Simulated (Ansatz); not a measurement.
The input, for Ansatz 0.2.0:

```yaml
crystal:
  periodic: [false, false, false]
  atoms:
    - {symbol: B, position_ang: [0.000000, 0.000000, 1.551119]}
    - {symbol: Al, position_ang: [0.000000, 0.000000, -0.528209]}
    - {symbol: H, position_ang: [0.000000, -1.411327, -1.248716]}
    - {symbol: H, position_ang: [0.000000, 1.411327, -1.248716]}
basis:
  gaussian: {orbitals: 6-31G}
magnetization: {spin_polarized: true, initial_magnetization: 2}
hamiltonian: {xc: {name: wB97M-V}}
output: {orbitals: {seedname: orbitals}}
```

```sh
$ ansatz run in.yaml --threads 1 --pin off --events-out ev --progress --plain --max-ram 2393MiB
```

The program prints:

```
  # Of w^i u^j: cxij and so on, Table III.
  gx(w, u) = 1 - cx + cx01*u + cx10*w
  gss(w, u) = css00 + css04*u^4 + css10*w + css20*w^2 + css43*w^4*u^3
  gos(w, u) = cos00 + cos10*w + (cos20 + cos21*u)*w^2 + (cos60 + cos61*u)*w^6
      + integral(e_c_pw_mod_opposite_spin*gos(b97_w_opposite, b97_u_opposite)) + vv10(b, c)
328 factors; integrals over basis functions are off by at most 1.5e-4 eV
134 factors; integrals over basis functions are off by at most 5.1e-6 eV
mean field evaluation 1: about -7297.7762 eV, gradient 6.1e0 eV
mean field evaluation 2: about -7298.3472 eV, gradient 2.8e0 eV
mean field evaluation 4: about -7298.5062 eV, gradient 4.6e-1 eV
mean field evaluation 8: about -7298.5337 eV, gradient 5.7e-2 eV
mean field evaluation 16: about -7298.5339 eV, gradient 3.8e-5 eV
mean field -7298.53388166 eV, -268.2161730271 hartree, gradient 3.8e-5 eV, S^2 2.000718; 1 other end points of the search recorded, 0 dependent functions left out
reference -7298.53392672 eV, -268.2161746831 hartree; 11, 9 occupied and 15, 17 virtual orbitals, 328 factors
Total energy: -7298.53392672 eV, -268.2161746831 hartree
```

Ran on 1 thread of Arm Neoverse V1, shared host: 4.4 s wall, 0.17 GiB peak host memory.
